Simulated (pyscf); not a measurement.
Hydrogen abstraction: H₃C–SiH₂–Cl + H atom (H•) → H₃C–SiH•–Cl + hydrogen (H₂)

Gas phase, doublet surface, charge 0. Bonds broken: Si2–H7. Bonds formed: H7–H9. Optimised with ωB97X-D3(BJ)/def2-SVP in PySCF.

Transition state (Å):

```xyz
9

C     -0.3320    -0.7424    -0.3113
Si    -0.0184     0.6598     0.8807
Cl     1.0719     2.1450    -0.0656
H     -0.9235    -0.3936    -1.1719
H      0.6197    -1.1503    -0.6870
H     -0.8866    -1.5532     0.1884
H     -1.3965     1.3086     1.3417
H      0.7439     0.2176     2.0812
H     -2.4315     1.8024     1.6239
```

One imaginary mode, 1020i cm⁻¹; descent along it reached the two sides named.

```tsv
bond	change	reactant side (Å)	saddle	product side
Si2–H7	breaks	1.488	1.591	3.2
H7–H9	forms	3.4	1.181	0.761
```

Electronic energies relative to the separated reactants (kJ/mol):

| level | barrier | reaction energy | reverse barrier |
|---|---|---|---|
| ωB97X-D3(BJ)/def2-TZVP | 20.0 | -44.8 | 64.9 |
| PBE/def2-TZVP | -1.3 | -59.2 | 57.9 |
| r²SCAN/def2-TZVP | -4.5 | -62.9 | 58.4 |
| B3LYP-D3(BJ)/def2-TZVP | 0.0 | -61.9 | 61.9 |
| PBE0-D3(BJ)/def2-TZVP | 6.9 | -50.5 | 57.4 |
| M06-2X/def2-TZVP | 23.3 | -57.3 | 80.6 |
| ωB97M-D3(BJ)/def2-TZVP | 20.1 | -44.0 | 64.2 |
| HF/def2-TZVP | 58.7 | -23.9 | 82.6 |

With ωB97M-D3(BJ)/def2-TZVP energies and thermal terms (ideal gas, 1 atm, RRHO with modes under 100 cm⁻¹ raised to 100, one conformer, R ln 2 for chiral ones without a mode under 150 cm⁻¹), in kJ/mol:

```tsv
T (K)	ΔH‡	ΔG‡	ΔH	ΔG
298	13.5	37.8	-40.6	-46.7
600	12.5	62.8	-40.7	-53.1
900	12.1	88.1	-42.5	-59.0
1200	11.6	113.5	-45.3	-64.1
```

At PBE, r²SCAN this geometry lies under the reactants; that is no barrier but a single point on another level's saddle; such a level's own saddle, if it has one, lies nearer that side and is low. This is the saddle that the search found; another between the same sides may lie lower. The angle at the transferred H is 177°.
